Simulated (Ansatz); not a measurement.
**CH5 (doublet): from Hartree-Fock to the top rungs at distance C1–H5 along a hydrogen transfer = 1.584 Å, cc-pVTZ**

An exercise on one series of results from a longer session: the logs are not shown, and one member is left open.

Computed with Ansatz 0.2.0, Gaussian basis. Level: cc-pVTZ, core rule «outside noble gas», up to 1 orbitals frozen.

The runs, in order: UHF; CCSD(T) on ROHF; CCSD(T) on UHF; BCCD(T) on ROHF; CISD; CCSDT(Q) on ROHF; CCSDT(Q) on UHF; CASSCF and NEVPT2, 3 electrons in 3 orbitals; CASSCF and NEVPT2, 9 electrons in 9 orbitals.

### What is computed

The geometry derives from fragments relaxed apart (PBE0/def2-TZVP) and kept rigid, so it is no stationary point. A hydrogen atom is moved between rigid fragments.

6 atoms, charge 0, spin multiplicity 2.

Atoms are counted from 1 here; the program's logs count them from 0.

Bond lengths: C1–H2 1.090 Å, C1–H3 1.090 Å, C1–H4 1.090 Å, H5–H6 0.745 Å. Angles: H2–C1–H3 109.5°, H2–C1–H4 109.5°, H3–C1–H4 109.5°.

As a file:

```xyz
6
charge 0, multiplicity 2
C    -0.1669    0.0000    0.0000
H    -0.5301    1.0273    0.0000
H    -0.5301   -0.5137    0.8897
H    -0.5301   -0.5137   -0.8897
H     1.4171    0.0000    0.0000
H     2.1621    0.0000    0.0000
```

Set-up of the first run:

Input file in.yaml:

```yaml
crystal:
  periodic: [false, false, false]
  atoms:
    - {symbol: C, position_ang: [-0.166905, 0.000000, 0.000000]}
    - {symbol: H, position_ang: [-0.530111, 1.027301, 0.000000]}
    - {symbol: H, position_ang: [-0.530111, -0.513650, 0.889668]}
    - {symbol: H, position_ang: [-0.530111, -0.513650, -0.889669]}
    - {symbol: H, position_ang: [1.417095, 0.000000, 0.000000]}
    - {symbol: H, position_ang: [2.162095, 0.000000, 0.000000]}
basis:
  gaussian: {orbitals: cc-pVTZ}
magnetization: {spin_polarized: true, initial_magnetization: 1}
hamiltonian: {xc: hf}
output: {orbitals: {seedname: orbitals}}
```

The run is started by

```bash
ansatz run in.yaml --threads 1 --pin off --events-out ev --progress --plain --max-ram 2816MiB --backend cpu
```

Among the steps run: UHF; CCSD(T) on ROHF; CCSD(T) on UHF; BCCD(T) on ROHF; CISD; CCSDT(Q) on ROHF; CCSDT(Q) on UHF; CASSCF and NEVPT2, 3 electrons in 3 orbitals; CASSCF and NEVPT2, 9 electrons in 9 orbitals.

One of the session's tables, all rows but one given; the rest of the session is left out.

```
        method  from UCCSDT(Q) (kcal/mol)
          ROHF                    +150.68
           UHF                    +146.88
          RMP2                     +21.49
          UMP2                     +21.59
          CISD                     +12.29
         RCCSD                      +4.33
         UCCSD                      +4.28
      RCCSD(T)                      +0.47
      UCCSD(T)                      +0.48
       BCCD(T)                      +0.46
        RCCSDT                      +0.11
        UCCSDT                      +0.10
     RCCSDT(Q)                      +0.02
     UCCSDT(Q)                          0
   CASSCF pair                    +138.25
   NEVPT2 pair                          ?
CASSCF valence                     +98.23
NEVPT2 valence                     +22.28
```

Estimate the missing values for NEVPT2 pair.

**Answer.** from UCCSDT(Q) (kcal/mol): +21.00. In the column «from UCCSDT(Q) (kcal/mol)» it lies between CISD (+12.29) and RMP2 (+21.49).

To keep in mind: Restricted and unrestricted rows rest on different reference determinants; where their highest levels disagree by more than a few hundredths of an eV, they describe different states and don't form one ladder.
